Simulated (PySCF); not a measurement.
## PO under electron impact: the energy ladder

PBE in PySCF with def2-TZVPPD on every atom, for the lowest determinant that a PBE0 search found; no spin–orbit coupling.

```tsv
species	state (unpaired electrons)	Re (Å)	ωe (cm⁻¹)	energy of the minimum from the neutral (eV)	De (eV)	dissociates to
PO	doublet (π ↑)	1.496	1199	0.00	6.65	P + O
PO⁺	singlet (closed shell)	1.442	1381	8.48	8.65	P⁺ + O
```

Task: Work out the lowest energy to break PO into atoms, from its vibrational ground state.

Result: D0 = De − ωe/2 = 6.65 − 0.07 = 6.58 eV (PBE/def2-TZVPPD).

Task: Work out the ionisation energy of the P atom at this level and the threshold of dissociative ionisation.

Result: IE(P) = 8.48 + 8.65 − 6.65 = 10.48 eV, so P⁺ + O + e⁻ appears at D0 + IE(P) = 17.06 eV (PBE/def2-TZVPPD). The measured IE(P) is 10.487 eV (NIST ASD).

These are thermodynamic thresholds; the onsets seen under electron impact lie higher where the geometry changes, and cross-sections peak well above them.

For an ion De counts to the pair picked by the measured ionisation energies or electron affinities, which need not be the lowest pair at this level. States were picked by a PBE0 search and need not be the measured ground states.
